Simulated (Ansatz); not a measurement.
## As (model structure, started from the dhcp type, P6₃/mmc, No. 194, 4 atoms in the cell)

Method: PBEsol (plane waves, PAW; Ansatz, a quantum-chemistry and plane-wave program).

Run with plane-wave cutoff 500 eV, 18×18×4 k mesh (along the axes of the cell as run), Fermi–Dirac smearing 0.05 eV, scalar-relativistic PAW data made under PBE.

Cell (relaxed at this level):

```cif
data_As4
_chemical_formula_sum 'As4'
_space_group_name_H-M_alt 'P 1'
_space_group_IT_number 1
_cell_length_a 2.93725
_cell_length_b 2.93725
_cell_length_c 9.84163
_cell_angle_alpha 90.000
_cell_angle_beta 90.000
_cell_angle_gamma 120.000
loop_
_space_group_symop_operation_xyz
  'x, y, z'
loop_
_atom_site_label
_atom_site_type_symbol
_atom_site_fract_x
_atom_site_fract_y
_atom_site_fract_z
_atom_site_occupancy
As1 As 0.00000 0.00000 0.00000 1
As2 As 0.00000 0.00000 0.50000 1
As3 As 0.33333 0.66667 0.25000 1
As4 As 0.66667 0.33333 0.75000 1
```

* **band gap**: none

Note: the relaxation could raise the start's symmetry but not lower it, so the cell can be a saddle point.

Spin–orbit coupling is not included.

Static lattice: no zero-point or thermal effects.

Computing time: roughly 2.1 core-minutes.

A model structure was made by putting elements into a prototype or built by hand; it is no filed structure, need not be a known phase, and can be a saddle point held by its symmetry.
